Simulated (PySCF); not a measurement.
# SiN2H6 (SMILES NN[SiH3]): a chain of runs

Wanted: a geometry optimisation (HF/6-311G), then the harmonic vibrations, then the energy (NEVPT2(10,10)/6-31G), then quasiparticle energies (G0W0/ADZP) of SiN2H6. 

The results are computed with PySCF 2.14.0.

## Step 1: The system as given

The species is SiN2H6 (9 atoms), meant as a singlet with charge 0. SMILES: `NN[SiH3]`. All atoms were displaced at random from a relaxed shape. The run starts from this shape.

Bond lengths: N1–N2 1.467 Å, N2–Si3 1.736 Å, N1–H4 0.965 Å, N1–H5 0.987 Å, N2–H6 1.125 Å, Si3–H7 1.414 Å, Si3–H8 1.567 Å, Si3–H9 1.396 Å. Some angles: N1–N2–Si3 126.4°, N1–N2–H6 114.1°, Si3–N2–H6 116.5°, N2–N1–H4 116.2°, N2–N1–H5 102.6°, N2–Si3–H7 113.1°, N2–Si3–H8 107.0°, N2–Si3–H9 108.1°, H4–N1–H5 108.5°, H7–Si3–H8 103.6°.

## Step 2: A geometry optimisation at HF/6-311G (sfX2C, density fitting with cc-pvtz-jkfit, Cartesian functions) (run 1)

job.py reads:

```python
from pyscf import gto
from pyscf.geomopt.geometric_solver import kernel as optimise

molecule = gto.M(
    atom='''
N     -0.514151     0.938751    -1.323039
N     -0.330676     0.663452     0.106274
Si     0.456158    -0.720995     0.796743
H      0.255684     0.795573    -1.887061
H     -1.213926     0.292308    -1.579206
H     -0.415292     1.572042     0.763671
H      1.649240    -1.073319     0.123671
H     -0.482724    -1.951661     0.552027
H      0.544641    -0.526934     2.176497
''',
    basis='6-311g',
    verbose=3,
    max_memory=1860,
    cart=True,
    charge=0,
)

hf = molecule.RHF()
hf = hf.sfx2c1e()
hf = hf.density_fit(auxbasis='cc-pvtz-jkfit')
converged, mol_eq = optimise(hf, maxsteps=100)
print('converged:', converged)
print(mol_eq.tostring())

hf.reset(mol_eq)
molecule = mol_eq
hf.kernel()
energy = hf.e_tot
print(f'total energy: {energy:.8f} hartree')
```

Started as:

```
$ OMP_NUM_THREADS=1 python job.py
```

Output:

```text
maxiter                   100
----------------------------------------------------------
Custom engine selected.
Bonds will be generated from interatomic distances less than 1.20 times sum of covalent radii
27 internal coordinates being used (instead of 27 Cartesians)
Internal coordinate system (atoms numbered from 1):
Distance 1-2
Distance 1-4
Distance 1-5
Distance 2-3
Distance 2-6
Distance 3-7
Distance 3-8
Distance 3-9
Angle 2-1-4
Angle 2-1-5
Angle 4-1-5
Angle 1-2-6
Angle 3-2-6
Angle 2-3-7
Angle 2-3-8
Angle 2-3-9
Angle 7-3-8
Angle 7-3-9
Angle 8-3-9
Out-of-Plane 2-1-3-6
Dihedral 4-1-2-3
Dihedral 4-1-2-6
Dihedral 5-1-2-3
Dihedral 5-1-2-6
Dihedral 1-2-3-7
Dihedral 1-2-3-8
Dihedral 1-2-3-9
Dihedral 6-2-3-7
Dihedral 6-2-3-8
Dihedral 6-2-3-9
Translation-X 1-9
Translation-Y 1-9
Translation-Z 1-9
Rotation-A 1-9
Rotation-B 1-9
Rotation-C 1-9
> ===== Optimization Info: ====
> Job type: Energy minimization
> Maximum number of optimization cycles: 100
> Initial / maximum trust radius (Angstrom): 0.100 / 0.300
> Convergence Criteria:
> Will converge when all 5 criteria are reached:
>  |Delta-E| < 1.00e-06
>  RMS-Grad  < 3.00e-04
>  Max-Grad  < 4.50e-04
>  RMS-Disp  < 1.20e-03
>  Max-Disp  < 1.80e-03
> === End Optimization Info ===

Geometry optimization cycle 1
Cartesian coordinates (Angstrom)
 Atom        New coordinates             dX        dY        dZ
   N  -0.514151   0.938751  -1.323039    0.000000  0.000000  0.000000
   N  -0.330676   0.663452   0.106274    0.000000  0.000000  0.000000
  Si   0.456158  -0.720995   0.796743    0.000000  0.000000  0.000000
[... 5 lines of this table left out ...]
   H   0.544641  -0.526934   2.176497    0.000000  0.000000  0.000000

WARN: Mole.unit (angstrom) is changed to Bohr

converged SCF energy = -401.810052979311
--------------- DFsfX2C1eRHF_Scanner gradients ---------------
         x                y                z
0 N     0.0354388843     0.0109640992    -0.0573406393
1 N    -0.0081274575    -0.0883297864    -0.0257271311
2 Si     0.0510890958     0.0308291254     0.0335187905
[... 5 lines of this table left out ...]
8 H    -0.0078362704    -0.0070007276    -0.0357544815
----------------------------------------------
cycle 1: E = -401.810052979  dE = -401.81  norm(grad) = 0.174753
Step    0 : Gradient = 5.825e-02/9.236e-02 (rms/max) Energy = -401.8100529793
Hessian Eigenvalues: 2.30000e-02 2.30000e-02 2.51696e-02 ... 3.60823e-01 5.01416e-01 5.44072e-01

Geometry optimization cycle 2
Cartesian coordinates (Angstrom)
 Atom        New coordinates             dX        dY        dZ
   N  -0.542159   0.928916  -1.275245   -0.028008 -0.009835  0.047794
   N  -0.350633   0.665592   0.100931   -0.019957  0.002140 -0.005343
  Si   0.408638  -0.762071   0.777393   -0.047520 -0.041076 -0.019350
[... 5 lines of this table left out ...]
   H   0.585492  -0.495820   2.225646    0.040851  0.031114  0.049149
converged SCF energy = -401.838514086102
--------------- DFsfX2C1eRHF_Scanner gradients ---------------
         x                y                z
0 N    -0.0095584617     0.0079501375    -0.0010434874
1 N    -0.0017706792     0.0089708865     0.0051105774
2 Si     0.0089756643     0.0023289257     0.0031265874
[... 5 lines of this table left out ...]
8 H    -0.0024389141    -0.0001407671     0.0001595708
----------------------------------------------
cycle 2: E = -401.838514086  dE = -0.0284611  norm(grad) = 0.0281796
Step    1 : Displace = 1.088e-01/1.875e-01 (rms/max) Trust = 1.000e-01 (=) Grad = 9.393e-03/1.606e-02 (rms/max) E (change) = -401.8385140861 (-2.846e-02) Quality = 0.955
Hessian Eigenvalues: 2.29889e-02 2.30077e-02 2.51366e-02 ... 3.65021e-01 5.04056e-01 5.47828e-01

Geometry optimization cycle 3
Cartesian coordinates (Angstrom)
 Atom        New coordinates             dX        dY        dZ
   N  -0.516726   0.897515  -1.266683    0.025433 -0.031401  0.008562
   N  -0.342300   0.689694   0.121492    0.008333  0.024103  0.020561
  Si   0.388731  -0.760068   0.768327   -0.019907  0.002003 -0.009066
[... 5 lines of this table left out ...]
   H   0.592981  -0.519653   2.221692    0.007489 -0.023833 -0.003954
converged SCF energy = -401.839855731488
--------------- DFsfX2C1eRHF_Scanner gradients ---------------
         x                y                z
0 N     0.0023834644     0.0019134718    -0.0012767570
1 N    -0.0059946022    -0.0003760136     0.0049064228
2 Si     0.0003139587    -0.0018614507    -0.0028173039
[... 5 lines of this table left out ...]
8 H    -0.0008074231     0.0010270137     0.0007361522
----------------------------------------------
cycle 3: E = -401.839855731  dE = -0.00134165  norm(grad) = 0.0111172
Step    2 : Displace = 4.162e-02/6.381e-02 (rms/max) Trust = 1.414e-01 (+) Grad = 3.706e-03/7.756e-03 (rms/max) E (change) = -401.8398557315 (-1.342e-03) Quality = 0.797
Hessian Eigenvalues: 2.15105e-02 2.30004e-02 2.31787e-02 ... 4.44937e-01 5.01073e-01 5.42169e-01

[... 8 lines left out ...]
converged SCF energy = -401.840066087021
[... 20 lines left out ...]
converged SCF energy = -401.840443697504
[... 20 lines left out ...]
converged SCF energy = -401.840576378191
[... 20 lines left out ...]
converged SCF energy = -401.840649658027
[... 20 lines left out ...]
converged SCF energy = -401.840675281486
[... 20 lines left out ...]
converged SCF energy = -401.84068118162
[... 20 lines left out ...]
converged SCF energy = -401.840682058732
[... 20 lines left out ...]
converged SCF energy = -401.840682517455
[... 6 lines left out ...]
8 H    -0.0000129895    -0.0000081060    -0.0000004896
----------------------------------------------
cycle 11: E = -401.840682517  dE = -4.58723e-07  norm(grad) = 0.000147444
Step   10 : Displace = 1.467e-03/1.940e-03 (rms/max) Trust = 3.000e-01 (=) Grad = 4.915e-05/9.035e-05 (rms/max) E (change) = -401.8406825175 (-4.587e-07) Quality = 1.232
Hessian Eigenvalues: 4.22148e-03 7.23687e-03 2.28721e-02 ... 4.99069e-01 5.10829e-01 5.38961e-01

Geometry optimization cycle 12
Cartesian coordinates (Angstrom)
 Atom        New coordinates             dX        dY        dZ
   N  -0.544440   0.889541  -1.268234    0.000449  0.000236 -0.000003
   N  -0.241370   0.708751   0.092419   -0.000611  0.000031  0.000284
  Si   0.408898  -0.758150   0.774301   -0.000285  0.000051 -0.000085
[... 5 lines of this table left out ...]
   H   0.565932  -0.535148   2.233741    0.001540  0.000298 -0.000317
converged SCF energy = -401.840682739936
--------------- DFsfX2C1eRHF_Scanner gradients ---------------
         x                y                z
0 N    -0.0000557335     0.0000880602     0.0000346070
1 N    -0.0000282076     0.0000453105     0.0000501296
2 Si    -0.0000089426    -0.0000052022    -0.0000090115
[... 5 lines of this table left out ...]
8 H     0.0000012137    -0.0000049389    -0.0000036884
----------------------------------------------
cycle 12: E = -401.84068274  dE = -2.22481e-07  norm(grad) = 0.000172784
Step   11 : Displace = 1.257e-03/1.792e-03 (rms/max) Trust = 3.000e-01 (=) Grad = 5.759e-05/1.098e-04 (rms/max) E (change) = -401.8406827399 (-2.225e-07) Quality = 1.527
Hessian Eigenvalues: 2.92020e-03 4.23799e-03 2.29199e-02 ... 4.98162e-01 5.25162e-01 5.76294e-01

Geometry optimization cycle 13
Cartesian coordinates (Angstrom)
 Atom        New coordinates             dX        dY        dZ
   N  -0.543491   0.889826  -1.268306    0.000949  0.000285 -0.000072
   N  -0.242536   0.708523   0.092816   -0.001166 -0.000229  0.000397
  Si   0.408426  -0.758194   0.774271   -0.000472 -0.000044 -0.000030
[... 5 lines of this table left out ...]
   H   0.569130  -0.534291   2.233175    0.003198  0.000857 -0.000566
converged SCF energy = -401.840683111401
--------------- DFsfX2C1eRHF_Scanner gradients ---------------
         x                y                z
0 N    -0.0000515743     0.0001043251     0.0000162253
1 N    -0.0000068249     0.0000037045     0.0000994670
2 Si    -0.0000212888     0.0000169152    -0.0000455414
[... 5 lines of this table left out ...]
8 H     0.0000160992    -0.0000008178    -0.0000060199
----------------------------------------------
cycle 13: E = -401.840683111  dE = -3.71465e-07  norm(grad) = 0.00019562
Step   12 : Displace = 2.702e-03/3.810e-03 (rms/max) Trust = 3.000e-01 (=) Grad = 6.521e-05/1.175e-04 (rms/max) E (change) = -401.8406831114 (-3.715e-07) Quality = 1.494
Hessian Eigenvalues: 1.63718e-03 4.33597e-03 2.30475e-02 ... 4.97373e-01 5.26770e-01 5.78718e-01

Geometry optimization cycle 14
Cartesian coordinates (Angstrom)
 Atom        New coordinates             dX        dY        dZ
   N  -0.542317   0.890037  -1.268457    0.001174  0.000211 -0.000150
   N  -0.243603   0.708087   0.093040   -0.001067 -0.000435  0.000224
  Si   0.407944  -0.758396   0.774383   -0.000482 -0.000202  0.000113
[... 5 lines of this table left out ...]
   H   0.572732  -0.533023   2.232614    0.003601  0.001268 -0.000561
converged SCF energy = -401.840683435374
--------------- DFsfX2C1eRHF_Scanner gradients ---------------
         x                y                z
0 N    -0.0000098635     0.0000692324    -0.0000101176
1 N    -0.0000085506     0.0000127930     0.0001235898
2 Si    -0.0000296210     0.0000223465    -0.0000462952
[... 5 lines of this table left out ...]
8 H     0.0000189450     0.0000019482    -0.0000039358
----------------------------------------------
cycle 14: E = -401.840683435  dE = -3.23973e-07  norm(grad) = 0.000177688
Step   13 : Displace = 3.301e-03/4.541e-03 (rms/max) Trust = 3.000e-01 (=) Grad = 5.923e-05/1.245e-04 (rms/max) E (change) = -401.8406834354 (-3.240e-07) Quality = 1.298
Hessian Eigenvalues: 1.49158e-03 4.38526e-03 2.30373e-02 ... 4.95608e-01 5.20837e-01 5.46264e-01

Geometry optimization cycle 15
Cartesian coordinates (Angstrom)
 Atom        New coordinates             dX        dY        dZ
   N  -0.541950   0.890067  -1.268562    0.000367  0.000030 -0.000105
   N  -0.243763   0.707802   0.092921   -0.000160 -0.000285 -0.000118
  Si   0.407858  -0.758584   0.774504   -0.000086 -0.000188  0.000120
[... 5 lines of this table left out ...]
   H   0.573871  -0.532377   2.232467    0.001140  0.000646 -0.000147
converged SCF energy = -401.840683538176
--------------- DFsfX2C1eRHF_Scanner gradients ---------------
         x                y                z
0 N    -0.0000002382     0.0000226944    -0.0000121349
1 N     0.0000059135    -0.0000130405     0.0000490813
2 Si    -0.0000126905     0.0000145345    -0.0000162466
[... 5 lines of this table left out ...]
8 H     0.0000086309     0.0000009969    -0.0000017827
----------------------------------------------
cycle 15: E = -401.840683538  dE = -1.02802e-07  norm(grad) = 6.77493e-05
Step   14 : Displace = 1.300e-03/1.990e-03 (rms/max) Trust = 3.000e-01 (=) Grad = 2.258e-05/5.113e-05 (rms/max) E (change) = -401.8406835382 (-1.028e-07) Quality = 1.263
Hessian Eigenvalues: 1.72564e-03 4.29506e-03 2.22439e-02 ... 4.91956e-01 5.08325e-01 5.36376e-01

Geometry optimization cycle 16
Cartesian coordinates (Angstrom)
 Atom        New coordinates             dX        dY        dZ
   N  -0.542017   0.890020  -1.268591   -0.000067 -0.000046 -0.000029
   N  -0.243582   0.707746   0.092785    0.000181 -0.000056 -0.000137
  Si   0.407925  -0.758647   0.774546    0.000067 -0.000063  0.000043
[... 5 lines of this table left out ...]
   H   0.573646  -0.532287   2.232521   -0.000225  0.000091  0.000054
converged SCF energy = -401.840683553578
--------------- DFsfX2C1eRHF_Scanner gradients ---------------
         x                y                z
0 N     0.0000008483    -0.0000003688    -0.0000043294
1 N     0.0000023745    -0.0000016894     0.0000080559
2 Si    -0.0000025221     0.0000026674     0.0000000445
[... 5 lines of this table left out ...]
8 H     0.0000009480    -0.0000003066    -0.0000001348
----------------------------------------------
cycle 16: E = -401.840683554  dE = -1.54019e-08  norm(grad) = 1.14156e-05
Step   15 : Displace = 2.435e-04/5.093e-04 (rms/max) Trust = 3.000e-01 (=) Grad = 3.805e-06/8.567e-06 (rms/max) E (change) = -401.8406835536 (-1.540e-08) Quality = 1.146
Hessian Eigenvalues: 1.72564e-03 4.29506e-03 2.22439e-02 ... 4.91956e-01 5.08325e-01 5.36376e-01
Converged! =D

converged: True
N          -0.54201662        0.89002041       -1.26859066
N          -0.24358154        0.70774584        0.09278465
Si          0.40792516       -0.75864732        0.77454647
[... 5 lines of this table left out ...]
H           0.57364601       -0.53228693        2.23252104
converged SCF energy = -401.840683553606
total energy: -401.84068355 hartree
```

Run time: 45 s. Hardware: 1 thread of Intel Xeon at 2.50GHz (Skylake/Cascade Lake), shared host; peak memory 0.19 GiB.

The path in brief:

```csv
step,energy from the first frame kept (eV),largest force (eV/Å)
0,0.0000,4.7493
1,-0.7745,0.8260
2,-0.8110,0.3988
3,-0.8167,0.5219
4,-0.8270,0.1906
5,-0.8306,0.1141
6,-0.8326,0.0836
7,-0.8333,0.0517
8,-0.8334,0.0150
9,-0.8335,0.0054
10,-0.8335,0.0046
11,-0.8335,0.0056
12,-0.8335,0.0060
13,-0.8335,0.0064
14,-0.8335,0.0026
15,-0.8335,0.0004
```

After the run. Bond lengths: N1–N2 1.406 Å, N2–Si3 1.743 Å, N1–H4 0.994 Å, N1–H5 0.994 Å, N2–H6 0.989 Å, Si3–H7 1.488 Å, Si3–H8 1.488 Å, Si3–H9 1.485 Å. Some angles: N1–N2–Si3 124.6°, N1–N2–H6 112.1°, Si3–N2–H6 123.3°, N2–N1–H4 113.7°, N2–N1–H5 113.7°, N2–Si3–H7 111.8°, N2–Si3–H8 111.8°, N2–Si3–H9 107.3°, H4–N1–H5 113.9°, H7–Si3–H8 106.8°.

## Step 3: The harmonic vibrations at HF/6-311G (sfX2C, density fitting with cc-pvtz-jkfit, Cartesian functions) (run 2)

run.py reads:

```python
# NN[SiH3]
import numpy
from pyscf import gto, symm
from pyscf.hessian import thermo

mol = gto.Mole()
mol.atom = '''
N     -0.554602     0.886549    -1.355744
N     -0.256167     0.704275     0.005632
Si     0.395340    -0.762118     0.687393
H      0.246230     0.879416    -1.945083
H     -1.300024     0.315126    -1.681661
H     -0.458843     1.509826     0.542068
H      1.709719    -1.115179     0.084789
H     -0.507276    -1.924249     0.462480
H      0.561061    -0.535758     2.145368
'''
mol.verbose = 3
mol.max_memory = 1860
mol.basis = '6-311g'
mol.cart = True
mol.build()

mf = mol.RHF()
mf = mf.sfx2c1e()
mf = mf.density_fit(auxbasis='cc-pvtz-jkfit')
mf.kernel()

e_tot = mf.e_tot
print('E(%s) = %.9f' % ('HF', e_tot))
hess = mf.Hessian().kernel()
modes = thermo.harmonic_analysis(mol, hess)
print('frequencies (1/cm)', numpy.round(modes['freq_wavenumber'], 1))
symm.geom.TOLERANCE = 1e-3  # for the symmetry number
th = thermo.thermo(mf, modes['freq_au'], 298.15, 101325)
thermo.dump_thermo(mol, th)
```

Started as:

```
$ OMP_NUM_THREADS=1 python run.py
```

Output:

```text
converged SCF energy = -401.840683535939
E(HF) = -401.840683536
frequencies (1/cm) [ 131.5  288.7  297.8  620.7  686.   777.7  784.6  867.2 1003.3 1026.5
 1084.7 1281.7 1401.1 1564.4 1869.4 2211.  2236.8 2257.6 3726.6 3851.7
 3865.7]
temperature 298.1500 [K]
pressure 101325.00 [Pa]
Rotational constants [GHz] 31.77087 5.20739 4.84087
Symmetry number 1
Zero-point energy (ZPE) 0.07252 [Eh]   190413.165 [J/mol]
                           tot       elec      trans        rot        vib
Entropy [J/mol/K]       289.923      0.000    160.248     98.368     31.307
Cv [J/mol/K]             68.551      0.000     12.472     12.472     43.607
Cp [J/mol/K]             76.865      0.000     20.786     12.472     43.607
Internal energy [J/mol]                      3718.434   3718.434 196060.732
Internal energy [Eh]   -401.76318  -401.84068
Enthalpy [J/mol]                             6197.391   3718.434 196060.732
Enthalpy [Eh]          -401.76223
Gibbs free energy [J/mol]                  -41580.460 -25610.013 186726.552
Gibbs free energy [Eh] -401.79515
```

Wall time 55 s (1 thread of Intel Xeon at 2.50GHz (Skylake/Cascade Lake), shared host); peak memory 0.47 GiB.

[end of part 1 of 2]
